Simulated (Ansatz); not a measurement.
We consider rutile MnF2, described by PBE-D4 (PAW; Ansatz, a first-principles code).

Run with plane-wave cutoff 500 eV, 8×8×12 k mesh (along the axes of the cell as run), Fermi–Dirac smearing 0.05 eV, spin-polarised with opposed moments, scalar-relativistic PAW data made under PBE.

Cell (relaxed at this level):

```yaml
crystal:
  lattice:
    - [4.89098, 0.00000, 0.00000]
    - [0.00000, 4.89098, 0.00000]
    - [0.00000, 0.00000, 3.31428]
  atoms:
    - { symbol: Mn, position: [0.00000, 0.00000, 0.00000] }
    - { symbol: Mn, position: [0.50000, 0.50000, 0.50000] }
    - { symbol: F, position: [0.30301, 0.30301, 0.00000] }
    - { symbol: F, position: [0.80301, 0.19699, 0.50000] }
    - { symbol: F, position: [0.19699, 0.80301, 0.50000] }
    - { symbol: F, position: [0.69699, 0.69699, 0.00000] }
```

**Question.** Predict the magnetic moment (largest site, within a sphere) and band gap.

**Answer.** 
- magnetic moment (largest site, within a sphere): 4.14 μB
- band gap: 2.23 eV (on the SCF k mesh)

Measured, for comparison: band gap 9.9 eV (temperature not stated, not corrected to a static lattice, the source doubts the polymorph; as tabulated in Das and Bazhirov (2019), arXiv:1808.05325). Computed (rounded) less measured: band gap not scored (a reference that its source doubts or gives as a wide range).

Moments are spin moments.

The computed numbers hold no vibrational or temperature effects.

Computing time: very roughly 6 core-minutes.
